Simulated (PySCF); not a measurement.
Compound: C2H3Cl.
SMILES: `C=CCl`

Computed with PBE0-D3(BJ)/def2-TZVP geometry optimisation, gas phase (PySCF).

Masses are those of the commonest isotopes; rigid-rotor values at the optimised geometry. 

Problem. What are A, B and C (cm⁻¹)?

Solution. Ia = 8.68, Ib = 83.36, Ic = 92.05 u·Å²; 505379 MHz·u·Å²/I gives 58200, 6062 and 5490 MHz, that is A = 1.94134, B = 0.20222, C = 0.18314 cm⁻¹.

Problem. Classify the top.

Solution. A near-prolate asymmetric top. Ray's parameter κ = (2B − A − C)/(A − C) = -0.978; −1 is the prolate and +1 the oblate limit.

Problem. Is it planar, by Δ = Ic − Ia − Ib?

Solution. Planar: Δ = Ic − Ia − Ib = 0.00 u·Å². For a rigid frame Δ = −2 Σ m c², so it vanishes when all atoms lie in the ab plane; here none is more than 0.01 Å from it.

Problem. Give the coordinates in the principal-axis frame, origin at the centre of mass.

Solution. The sense of each axis is arbitrary; atoms in the order of the calculation.
| atom | mass (u) | a (Å) | b (Å) | c (Å) |
| --- | --- | --- | --- | --- |
| C1 | 12.000 | -1.715 | 0.291 | 0.000 |
| C2 | 12.000 | -0.659 | -0.500 | 0.000 |
| Cl3 | 34.969 | 0.961 | 0.082 | 0.000 |
| H4 | 1.008 | -2.707 | -0.144 | 0.000 |
| H5 | 1.008 | -1.627 | 1.370 | 0.000 |
| H6 | 1.008 | -0.719 | -1.581 | 0.000 |

Problem. Predict some low-J microwave lines.

Solution. The dipole components are |μa| = 1.32 D, |μb| = 0.41 D, |μc| = 0.00 D; the mirror of this Cs structure is the ab plane, so μc vanishes by symmetry and there are no c-type lines. Intensities carry the squares of the components, which stand as 1.00 : 0.10 (a : b). Some lines, for components of 0.1 D or more:

| type | branch | J(Ka,Kc) | MHz | lower level (cm⁻¹) |
| --- | --- | --- | --- | --- |
| a | Q | 2(1,1) ← 2(1,2) | 1716 | 2.876 |
| a | Q | 3(1,2) ← 3(1,3) | 3431 | 4.003 |
| a | R | 1(0,1) ← 0(0,0) | 11553 | 0.000 |
| a | R | 2(1,2) ← 1(1,1) | 22534 | 2.124 |
| a | R | 2(1,1) ← 1(1,0) | 23677 | 2.144 |
| a | R | 3(0,3) ← 2(0,2) | 34640 | 1.156 |
| a | R | 3(2,2) ← 2(2,1) | 34658 | 8.151 |
| a | R | 3(1,2) ← 2(1,1) | 35513 | 2.933 |
| a | R | 4(3,2) ← 3(3,1) | 46220 | 18.050 |
| a | R | 4(3,1) ← 3(3,0) | 46220 | 18.050 |
| a | R | 4(1,3) ← 3(1,2) | 47345 | 4.118 |
| b | Q | 2(1,1) ← 2(0,2) | 53286 | 1.156 |
| b | R | 1(1,1) ← 0(0,0) | 63690 | 0.000 |
| b | R | 2(1,2) ← 1(0,1) | 74671 | 0.385 |
| b | R | 4(1,4) ← 3(0,3) | 95786 | 2.311 |
| b | Q | 4(2,2) ← 4(1,3) | 154490 | 5.697 |
| b | Q | 3(2,1) ← 3(1,2) | 155581 | 4.118 |
| b | Q | 2(2,1) ← 2(1,2) | 158129 | 2.876 |
| b | R | 3(2,2) ← 2(1,1) | 191071 | 2.933 |
| b | R | 4(2,3) ← 3(1,2) | 201765 | 4.118 |
| b | Q | 4(3,1) ← 4(2,2) | 262064 | 10.850 |
| b | Q | 4(3,2) ← 4(2,3) | 262134 | 10.848 |
| b | R | 3(3,1) ← 2(2,0) | 296775 | 8.151 |
| b | R | 4(3,2) ← 3(2,1) | 308318 | 9.308 |
| b | R | 4(4,1) ← 3(3,0) | 413177 | 18.050 |
| b | R | 4(4,0) ← 3(3,1) | 413177 | 18.050 |

No frequency check. Constants of a rigid frame at the computed geometry: no zero-point averaging, no centrifugal distortion. Quadrupole hyperfine structure (35Cl) is left out.
